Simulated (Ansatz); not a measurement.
Molecule: C2H3N, net charge 1, doublet state. SMILES of the parent species: CC#N

Atoms: C1, C2, N3, H4, H5, H6. Bonds: C1-C2, C1-H4, C1-H5, C1-H6, C2-N3.

Bond lengths (Å) and angles (degrees) optimised at HF/3-21G with Ansatz (a quantum-chemistry and plane-wave program); PBE/6-31G* with Ansatz; B3LYP/LANL2DZ with Ansatz, each started from the B3LYP-D3(BJ)/def2-TZVP structure (Ansatz) of the last column. A row stands for all coordinates that are equal there. 6-31G* holds six Cartesian d functions. At HF/3-21G the structure is a saddle point. No wavenumbers were computed at PBE/6-31G*, B3LYP/LANL2DZ, so these may be saddle points.

```csv
coordinate,HF/3-21G,PBE/6-31G*,B3LYP/LANL2DZ,B3LYP-D3(BJ)/def2-TZVP
C1-C2,1.419,1.405,1.414,1.397
C1-H4,1.084,1.104,1.095,1.091
C1-H5,1.098,1.132,1.123,1.117
C2-N3,1.202,1.222,1.238,1.202
C1-C2-N3,179.7,179.4,179.8,179.1
C2-C1-H4,112.1,114.1,113.9,113.6
C2-C1-H5,108.8,109.3,109.7,108.4
H4-C1-H5,110.9,112.4,111.6,112.7
H5-C1-H6,105.0,98.2,99.3,100.1
```

Mean signed difference of all 5 bond lengths from B3LYP-D3(BJ)/def2-TZVP: HF/3-21G -0.004 Å, PBE/6-31G* 0.014 Å, B3LYP/LANL2DZ 0.014 Å.
